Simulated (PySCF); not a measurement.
The dipole of `CC(C)C[PH2]=S` from its density and from atomic charges.

Coordinates (GFN2-xTB, Å) and charges (e) from the PBE0/pcSseg-1 density (PySCF):

```csv
atom,x,y,z,Mulliken,IAO,Hirshfeld,ESP-fitted
C1,-0.616,1.007,0.967,-0.2275,-0.4190,-0.1199,-0.5510
C2,-0.596,0.106,-0.262,-0.3928,-0.0910,-0.0198,+0.5062
C3,-1.858,-0.746,-0.346,-0.1966,-0.4159,-0.1152,-0.6105
C4,0.646,-0.785,-0.236,-0.4020,-0.4808,-0.1022,-0.3138
P5,2.176,0.228,-0.285,+0.3320,+0.8214,+0.3017,+0.0375
S6,2.252,1.652,-1.576,-0.4119,-0.5928,-0.3142,-0.3572
H7,-1.496,1.644,0.958,+0.1239,+0.1470,+0.0465,+0.1441
H8,-0.624,0.417,1.882,+0.1031,+0.1305,+0.0360,+0.1403
H9,0.266,1.652,0.970,+0.1330,+0.1362,+0.0308,+0.1249
H10,-0.535,0.740,-1.154,+0.1513,+0.1471,+0.0297,-0.0160
H11,-1.846,-1.367,-1.239,+0.1149,+0.1398,+0.0419,+0.1339
H12,-2.740,-0.112,-0.384,+0.1201,+0.1436,+0.0446,+0.1626
H13,-1.940,-1.395,0.524,+0.1019,+0.1327,+0.0375,+0.1393
H14,0.663,-1.421,0.652,+0.1471,+0.1482,+0.0478,+0.1224
H15,0.670,-1.425,-1.126,+0.1681,+0.1572,+0.0508,+0.1397
H16,3.160,-0.759,-0.400,+0.0695,-0.0502,+0.0011,+0.0951
H17,2.411,0.575,1.046,+0.0659,-0.0540,+0.0034,+0.1025
```

Task: Form Σ q r in debye for every column and set it beside the full dipole.

Result: The full density gives (-1.29, -3.15, 2.56) D, 4.26 D in size; dipole vectors point from the negative to the positive end.

| scheme | μx | μy | μz | size (D) | share of the full size (%) | angle to the full dipole (°) |
| --- | --- | --- | --- | --- | --- | --- |
| Mulliken | -0.82 | -2.93 | 3.27 | 4.47 | 105 | 11 |
| IAO | -0.53 | -3.49 | 3.12 | 4.71 | 111 | 11 |
| Hirshfeld | -0.54 | -2.38 | 1.91 | 3.10 | 73 | 8 |
| ESP-fitted | -1.23 | -3.23 | 2.65 | 4.35 | 102 | 1 |

Task: Which set comes closest?

Result: Length of the difference vector: ESP-fitted 0.13 D, Mulliken 0.88 D, IAO 1.00 D, Hirshfeld 1.25 D. Closest: ESP-fitted. The schemes that divide the density aren't constrained to reproduce the dipole.

Task: What is left for the Hirshfeld atoms' own dipoles?

Result: The shares of the density sum to the whole, so what Σ q r misses lies in dipoles about the nuclei. The atomic dipoles sum to (-1.29, -3.15, 2.56) − (-0.54, -2.38, 1.91) = (-0.75, -0.77, 0.65) D, 1.25 D in size.

Task: With the origin at the mean of the coordinates, (0.000, 0.001, -0.001) Å, which are the largest single terms, by size, of the Hirshfeld dipole along the direction of the full one?

Result: S6 +4.30, P5 -1.45, C3 -0.50, H13 +0.35, H14 +0.29 D; all 17 atoms together +3.08 D. The single terms depend on the origin, their sum doesn't.

Task: Give the size of the full dipole in other units.

Result: 4.26 D = 1.675 au = 0.887 e·Å = 14.20 × 10⁻³⁰ C·m.

Geometry: GFN2-xTB, one conformer, isolated molecule.

These values come from a run that also computed NMR shieldings. Rough CPU time on one thread of a shared machine: about 60 s.

Shape of the structure used: `[CH3:1][CH:2]([CH3:3])[CH2:4][PH2:5]=[S:6]`: C1–C2–C4–P5 -62°, C2–C4–P5–S6 -46°.
